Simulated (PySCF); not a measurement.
Question: Give a GFN2-xTB geometry of InChI=1S/C4H9ClO/c1-6-4-2-3-5/h2-4H2,1H3.

Answer: 
Z-matrix in Å and degrees, rows numbered from 1:
```
C 
O   1  1.4025
C   2  1.4105  1  113.00
C   3  1.5255  2  108.58  1   177.15
C   4  1.5194  3  111.72  2   -65.65
Cl  5  1.7844  4  110.84  3   -69.16
H   1  1.0973  2  111.27  3   -59.07
H   1  1.0881  2  106.67  3  -178.44
H   1  1.0975  2  111.29  3    62.14
H   3  1.1014  2  110.03  1   -62.43
H   3  1.1007  2  110.20  1    56.56
H   4  1.0906  3  109.34  2   172.10
H   4  1.0915  3  108.54  2    53.39
H   5  1.0896  4  111.41  3   172.36
H   5  1.0891  4  110.44  3    49.31
```

Of the pairs four or more bonds apart, O2···H15 is among the closest relative to their van der Waals radii: 2.56 Å, 94 % of the sum of Bondi's values.

The geometry is computed with GFN2-xTB (gas phase).

Point group: C1 (no symmetry element, even within 0.4 Å). Not checked by GFN2-xTB frequencies. The numbers are those of one conformer (C1–O2–C3–C4 177°, O2–C3–C4–C5 -66°, C3–C4–C5–Cl6 -69°).
